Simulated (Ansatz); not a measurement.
Relaxation of Mg₃H₃ with UKS PBE-D4/def2-TZVP.

```sh
$ ansatz run in.yaml --threads 4 --pin off --events-out ev --progress --plain --max-ram 3916MiB
```

```yaml
crystal:
  periodic: [false, false, false]
  atoms:
    - {symbol: Mg, position_ang: [-0.864690, 1.959900, 0.372050]}
    - {symbol: Mg, position_ang: [0.524740, -0.591410, -0.529980]}
    - {symbol: Mg, position_ang: [-0.418360, -0.166640, 2.018160]}
    - {symbol: H, position_ang: [-1.440800, 0.289260, -1.124580]}
    - {symbol: H, position_ang: [0.566230, -2.221620, -0.388810]}
    - {symbol: H, position_ang: [1.632880, 0.730520, -0.346840]}
basis:
  gaussian: {orbitals: def2-TZVP}
magnetization: {spin_polarized: true, initial_magnetization: 1}
hamiltonian: {xc: pbe, dispersion: d4}
scf: {lower_state_search: "off"}
output: {orbitals: {seedname: orbitals}}
relax: {f_tol: 0.02, max_steps: 100}
```

It took 9.5 s on 4 threads of Arm Neoverse V2 on a shared host.

Positions (Å) and forces (eV/Å) at steps 1, 2, 3, 4, 5, 6, 7, 8, 9, 10, 12 of 12:

```xyz
6
step=1 energy=-16369.4133 eV
Mg   -0.865    1.960    0.372   -0.039   -0.155   -0.995
Mg    0.525   -0.591   -0.530   -0.439    0.633   -1.316
Mg   -0.418   -0.167    2.018   -0.099   -0.433    1.017
H    -1.441    0.289   -1.125    0.840    0.387    0.785
H     0.566   -2.222   -0.389   -0.056   -0.968    0.260
H     1.633    0.731   -0.347   -0.207    0.535    0.248
6
step=2 energy=-16370.0170 eV
Mg   -0.850    1.911    0.238    0.181   -0.289   -0.563
Mg    0.486   -0.585   -0.651   -0.285    0.197   -0.613
Mg   -0.422   -0.217    2.096   -0.025   -0.193    0.521
H    -1.304    0.352   -1.001    0.561    0.214    0.388
H     0.545   -2.267   -0.365   -0.041   -0.241    0.114
H     1.545    0.806   -0.317   -0.390    0.312    0.153
6
step=3 energy=-16370.3232 eV
Mg   -0.741    1.820    0.126    0.403    0.220   -0.021
Mg    0.423   -0.575   -0.738    0.098   -0.321   -0.165
Mg   -0.411   -0.258    2.186   -0.014   -0.089    0.262
H    -1.172    0.387   -0.949   -0.077   -0.132   -0.147
H     0.527   -2.270   -0.346    0.000    0.063   -0.033
H     1.375    0.896   -0.279   -0.410    0.259    0.104
6
step=4 energy=-16370.4637 eV
Mg   -0.598    1.831    0.093    0.210    0.081   -0.039
Mg    0.426   -0.616   -0.771   -0.088   -0.067   -0.012
Mg   -0.413   -0.279    2.237   -0.049   -0.027    0.165
H    -1.151    0.378   -0.959   -0.129   -0.092   -0.093
H     0.535   -2.291   -0.351    0.091    0.006   -0.069
H     1.201    0.977   -0.250   -0.035    0.099    0.049
6
step=5 energy=-16370.4864 eV
Mg   -0.474    1.828    0.038   -0.306    0.356    0.072
Mg    0.375   -0.618   -0.777   -0.014   -0.247   -0.005
Mg   -0.457   -0.267    2.314   -0.062    0.000    0.165
H    -1.224    0.353   -0.954    0.120    0.040    0.002
H     0.608   -2.293   -0.407    0.082    0.028   -0.102
H     1.172    0.997   -0.214    0.179   -0.178   -0.132
6
step=6 energy=-16370.5487 eV
Mg   -0.456    1.850    0.036   -0.169    0.110    0.055
Mg    0.352   -0.652   -0.778   -0.003   -0.097    0.050
Mg   -0.548   -0.202    2.480   -0.021    0.061   -0.010
H    -1.207    0.359   -0.935   -0.037    0.051    0.011
H     0.691   -2.312   -0.532    0.057   -0.083   -0.081
H     1.168    0.958   -0.272    0.173   -0.042   -0.025
6
step=7 energy=-16370.5716 eV
Mg   -0.458    1.857    0.035    0.013   -0.071    0.055
Mg    0.341   -0.688   -0.752    0.045   -0.115    0.077
Mg   -0.633   -0.091    2.603    0.013    0.095   -0.144
H    -1.217    0.354   -0.896   -0.023    0.002    0.038
H     0.771   -2.362   -0.699   -0.020    0.075   -0.067
H     1.197    0.929   -0.291   -0.029    0.013    0.042
6
step=8 energy=-16370.5996 eV
Mg   -0.459    1.864    0.008    0.040   -0.064    0.000
Mg    0.351   -0.724   -0.705    0.046   -0.127    0.022
Mg   -0.652    0.079    2.499   -0.028    0.027    0.093
H    -1.241    0.284   -0.756    0.018    0.058   -0.030
H     0.809   -2.376   -0.890   -0.008    0.053   -0.046
H     1.192    0.875   -0.156   -0.068    0.054   -0.039
6
step=9 energy=-16370.6062 eV
Mg   -0.431    1.844    0.009   -0.052   -0.079    0.044
Mg    0.348   -0.779   -0.656    0.069   -0.165   -0.067
Mg   -0.729    0.206    2.610    0.011    0.039   -0.067
H    -1.228    0.266   -0.728   -0.029   -0.003    0.004
H     0.870   -2.396   -1.074   -0.085    0.239    0.072
H     1.169    0.859   -0.161    0.086   -0.031    0.014
6
step=10 energy=-16370.6126 eV
Mg   -0.441    1.800    0.059   -0.049    0.046    0.000
Mg    0.361   -0.777   -0.698    0.035   -0.097   -0.017
Mg   -0.737    0.257    2.622    0.005   -0.001   -0.010
H    -1.225    0.260   -0.739   -0.021   -0.044   -0.007
H     0.867   -2.393   -1.079   -0.049    0.150    0.028
H     1.175    0.853   -0.165    0.078   -0.054    0.006
6
step=12 energy=-16370.6158 eV
Mg   -0.452    1.803    0.039   -0.002    0.010    0.008
Mg    0.364   -0.776   -0.690   -0.004    0.000    0.010
Mg   -0.721    0.259    2.608    0.000    0.002    0.000
H    -1.230    0.247   -0.737    0.005   -0.009   -0.008
H     0.856   -2.372   -1.086    0.000    0.003   -0.004
H     1.183    0.839   -0.134    0.001   -0.006   -0.006
```

The relaxation made no stability test and no search for a lower SCF solution. The structure comes from a short search, and lower isomers may exist.
